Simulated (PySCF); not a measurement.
Species: formate(1-), CHO2 (charge -1).
SMILES: `[O-]C=O`

The closed-shell ground state was solved at several levels (PySCF, density fitting, gas phase, non-relativistic). Isolated species at its PBE0-D3(BJ)/def2-SVP geometry, gas phase. The geometry's basis has no diffuse functions, a weakness for an anion. No diffuse functions stand in pcJ-1, pcSseg-1 and pcSseg-2, which bears on an anion's orbital energies.

| level | basis functions | HOMO (eV) | LUMO (eV) | gap (eV) |
| --- | --- | --- | --- | --- |
| B97-2/pcSseg-2 | 122 | -0.72 | 6.15 | 6.87 |
| B3LYP/def2-SVPD | 74 | -1.02 | 5.38 | 6.40 |
| B3LYP/pcJ-1 | 91 | -0.28 | 7.64 | 7.92 |

(1) What might PBE0/pcSseg-1 (56 basis functions) give for the same quantities?

(2) Over all these levels, which gives the widest orbital gap and which the narrowest?

Results:

(1) HOMO -0.53 eV, LUMO 7.94 eV, gap 8.47 eV.

(2) PBE0/pcSseg-1 (global hybrid, 25 % exact exchange) has the widest, 8.47 eV, and B3LYP/def2-SVPD (global hybrid, 20 % exact exchange) the narrowest, 6.40 eV. Functional and basis both differ between the two, so the spread mixes both effects.
